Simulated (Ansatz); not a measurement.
# CHSi (doublet): wave-function methods side by side at scale of all distances = 1.986, 6-31G

How much of the correlation energy of CHSi (doublet) does each wave-function method recover here?

Computed with Ansatz 0.2.0, Gaussian basis. Level: 6-31G, core rule «outside noble gas», up to 6 orbitals frozen.

Plan: UHF; CCSD(T) on UHF; BCCD(T) on ROHF; CISD; CCSDT(Q) on UHF; CISDTQ; CCSDTQ on ROHF; CASSCF and MRCISD+Q, 3 electrons in 3 orbitals; CASSCF and NEVPT2, 3 electrons in 3 orbitals; CASSCF and MRCISD+Q, 9 electrons in 9 orbitals; CASSCF and NEVPT2, 9 electrons in 9 orbitals; Full CI.

12 further runs of the same task are left out: 2 for a known fault of the program, 9 that didn't finish, 1 set aside as unsound or not needed.

## (1) The system

The geometry derives from a PBE0/def2-TZVP stationary point (not a proven minimum). All distances are scaled together.

3 atoms, charge 0, spin multiplicity 2.

Atoms are counted from 1 here; the program's logs count them from 0.

No contacts short enough for the rule that draws bonds.

Coordinates:

```xyz
3
charge 0, multiplicity 2
Si    0.0000    0.0000    2.9421
C     0.0000    0.0000   -0.3992
H     0.0000    0.0000   -2.5429
```

## (2) UHF

Contents of in.yaml:

```yaml
crystal:
  periodic: [false, false, false]
  atoms:
    - {symbol: Si, position_ang: [0.000000, 0.000000, 2.942143]}
    - {symbol: C, position_ang: [0.000000, 0.000000, -0.399205]}
    - {symbol: H, position_ang: [0.000000, 0.000000, -2.542939]}
basis:
  gaussian: {orbitals: 6-31G}
magnetization: {spin_polarized: true, initial_magnetization: 1}
hamiltonian: {xc: hf}
output: {orbitals: {seedname: orbitals}}
```

Started as:

```
ansatz run in.yaml --threads 1 --pin off --events-out ev --progress --plain --max-ram 2393MiB
```

After this run come: CCSD(T) on UHF; BCCD(T) on ROHF; CISD; CCSDT(Q) on UHF; CISDTQ; CCSDTQ on ROHF; CASSCF and MRCISD+Q, 3 electrons in 3 orbitals; CASSCF and NEVPT2, 3 electrons in 3 orbitals; CASSCF and MRCISD+Q, 9 electrons in 9 orbitals; CASSCF and NEVPT2, 9 electrons in 9 orbitals; Full CI.

Q: Predict the results of all the runs planned. Wanted: FCI below the UHF energy; UMP2 from FCI; UCCSD(T) from FCI; UCCSDT(Q) from FCI; NEVPT2 valence from FCI; MRCISD+Q valence from FCI; effectively unpaired electrons.

**Answer**, as computed:

```
                         quantity                                                value
         FCI below the UHF energy                                           -2.2397 eV
                    UMP2 from FCI                                      +25.26 kcal/mol
                UCCSD(T) from FCI                                       +1.33 kcal/mol
               UCCSDT(Q) from FCI                                       +0.21 kcal/mol
          NEVPT2 valence from FCI                                       +7.99 kcal/mol
        MRCISD+Q valence from FCI                                       +0.36 kcal/mol
levels within 1 kcal/mol (43 meV)  UCCSDT, UCCSDT(Q), MRCISD valence, MRCISD+Q valence
   effectively unpaired electrons                                                 3.64
```

**Reading.** UCCSD(T) misses by +1.33 kcal/mol, 2.6 % of the correlation energy. With 3.6 effectively unpaired electrons against 1 the state is strongly multireference. Coupled cluster on one determinant still stays close here. Of the multireference levels listed MRCISD+Q valence comes nearest in total energy (+0.36 kcal/mol), which doesn't show that its space is the better one. These misses are within one basis, not against nature; the frozen cores of restricted and unrestricted runs differ, which can shift their rows.
